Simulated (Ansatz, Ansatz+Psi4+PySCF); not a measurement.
```yaml
atoms:
  - { symbol: N, position_ang: [0.0000, 0.0000, 0.0000] }
  - { symbol: N, position_ang: [0.0000, 0.0000, 1.0980] }
```

Basis set: cc-pVTZ (spherical functions). Frozen core: 2 orbitals. Charge 0, multiplicity 1.

Computed with Ansatz (development build ahead of 0.2.0); each method stands on the lowest determinant of its kind that the runs found. Restricted open shells among the atoms or ions are ROHF, correlated in semicanonical orbitals with singles.

The atomization energy at this shape (free ground-state atoms in the same class of orbitals less the molecule, no zero-point energy) of singlet N₂:

```json
{"method": "RHF-CCSD(T)", "atomization energy": "9.38 eV"}
```

(1) What does RHF-CCSD give?

## Answers

(1) 9.00 eV.
